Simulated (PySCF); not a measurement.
# B2FH5 (diborane mono F): the cost of one run

Method: levels as typed in each script, gas phase, geometry from GFN2-xTB; program: PySCF 2.14.0.

## Step 1: The system as given

8 atoms, charge 0, spin multiplicity 1.

Bond lengths: B1–F2 1.338 Å, B1–H3 1.176 Å, B1–H4 1.357 Å, B1–H8 1.355 Å, H4–B5 1.300 Å, B5–H6 1.171 Å, B5–H7 1.171 Å, B5–H8 1.305 Å. Angles: F2–B1–H3 116.1°, F2–B1–H4 110.5°, F2–B1–H8 110.5°, H3–B1–H4 113.1°, H3–B1–H8 113.1°, H4–B1–H8 90.8°, B1–H4–B5 86.8°, H4–B5–H6 110.9°, H4–B5–H7 109.0°, H4–B5–H8 95.7°, H6–B5–H7 119.0°, H6–B5–H8 110.7°, H7–B5–H8 108.9°, B1–H8–B5 86.7°.

Coordinates:

```xyz
8
B2FH5
B    -0.20395    0.51495    0.00032
F    -1.26081   -0.30553   -0.00020
H    -0.44275    1.66605   -0.00079
H     0.67848    0.15231   -0.96500
B     1.47903   -0.19365   -0.00077
H     1.65414   -1.35134    0.00261
H     2.40674    0.52164    0.00039
H     0.67521    0.15459    0.96689
```

## Step 2: Excited states (B3LYP/def2-svpd)

Input file input.py:

```python
import numpy as np
from pyscf import gto, scf, dft, tdscf
from pyscf.scf import atom_ks, atom_hf
from scipy.linalg import block_diag

def solve(mol, dm0=None, hcore=None):
    mf = (dft.UKS if mol.spin else dft.RKS)(mol, xc='b3lyp')
    mf.grids.level = 3
    mf = mf.density_fit(auxbasis='def2-universal-jkfit')
    mf.conv_tol, mf.max_cycle = 1e-8, 80
    if hcore is not None:
        mf.get_hcore = lambda *args: hcore
    mf.kernel(dm0)
    if not mf.converged:
        mf = mf.newton().run(mf.mo_coeff, mf.mo_occ, max_cycle=30)
    assert mf.converged, 'SCF not converged'
    return mf

mol = gto.M(atom='''
B     -0.20395     0.51495     0.00032
F     -1.26081    -0.30553    -0.00020
H     -0.44275     1.66605    -0.00079
H      0.67848     0.15231    -0.96500
B      1.47903    -0.19365    -0.00077
H      1.65414    -1.35134     0.00261
H      2.40674     0.52164     0.00039
H      0.67521     0.15459     0.96689
''', basis='def2-svpd', charge=0, spin=0, verbose=4)
mf = solve(mol)
td = mf.TDA()
td.nstates, td.singlet, td.conv_tol = 5, True, 1e-5
td.kernel()
td.analyze()
x, y = np.array([p[0] for p in td.xy]), np.array([p[1] + 0 * p[0] for p in td.xy])
f, mu = td.oscillator_strength(), td.transition_dipole()
nto = [td.get_nto(state=i + 1, verbose=4) for i in range(len(td.e))]
# spherically averaged free atoms, for the promolecule
atm = atom_ks.get_atm_nrks(mol, xc='b3lyp')
pro = block_diag(*[(atm[a[0]][2] * atm[a[0]][3]) @ atm[a[0]][2].T for a in mol._atom])
np.savez('result.npz', e=td.e, f=f, ok=td.converged, w=[n[0] for n in nto], nto=[n[1] for n in nto], x=x, y=y, c=mf.mo_coeff, occ=mf.mo_occ, eps=mf.mo_energy, pro=pro, mu=mu)
```

Started as:

```console
OMP_NUM_THREADS=1 python input.py
```

What time and memory should one allow on 1 thread of Intel Xeon 6975P-C (Granite Rapids), shared host?

About 58 s, with a peak of 0.54 GiB.
